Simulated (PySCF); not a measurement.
**Stretching C₂⁻**

Set-up: basis C aug-pcseg-1; no relativity; PySCF 2.14. Energies in eV from C + C⁻ in their ground configurations at the same level. State: doublet, unpaired electrons σ ↑.

All columns are PBE0.

```tsv
R (Å)	E (eV)	HOMO (eV)	LUMO (eV)	Mayer bond order	⟨S²⟩
1.090	-6.344	-1.26	2.32	2.62	0.75
1.140	-7.284	-1.28	2.25	2.68	0.75
1.191	-7.818	-1.13	2.18	2.72	0.75
1.229	-8.013	-1.02	2.14	2.75	0.75
1.267	-8.069	-0.93	2.10	2.77	0.75
1.305	-8.015	-0.84	2.07	2.78	0.76
1.356	-7.810	-0.74	2.02	2.79	0.76
1.419	-7.402	-0.63	1.97	2.79	0.76
1.495	-6.770	-0.52	1.93	2.78	0.76
1.596	-5.813	-0.39	1.88	2.76	0.76
```

The state is the lowest determinant that a PBE0 search found; another state may lie lower at other levels.
